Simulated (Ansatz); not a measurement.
System: body-centred tetragonal In. Method: r²SCAN-D4 (PAW; Ansatz, a first-principles code).

Settings: plane-wave cutoff 500 eV, 32×32×32 k mesh, Fermi–Dirac smearing 0.1 eV, scalar-relativistic PAW data made under PBE.

Computed at the level's own relaxed cell.

### Question
Predict the equilibrium volume per atom, lattice parameter a and c axis length.

### Answer

- equilibrium volume per atom = 25.88 Å³/atom
- lattice parameter a = 3.220 Å
- c axis length = 4.991 Å

Measured, for comparison: lattice constant a 3.252 Å, lattice parameter c 4.947 Å (293 K, no zero-point or thermal correction; as tabulated in Wikipedia's data pages). Computed (rounded) less measured: lattice constant a -1.0 %, lattice parameter c +0.9 %. A static lattice is as a rule a little smaller and stiffer than an uncorrected measurement, which narrows the difference in the lattice constant a and would widen misses of the other sign.

Spin–orbit coupling is not included.

The computed numbers hold no vibrational or temperature effects.
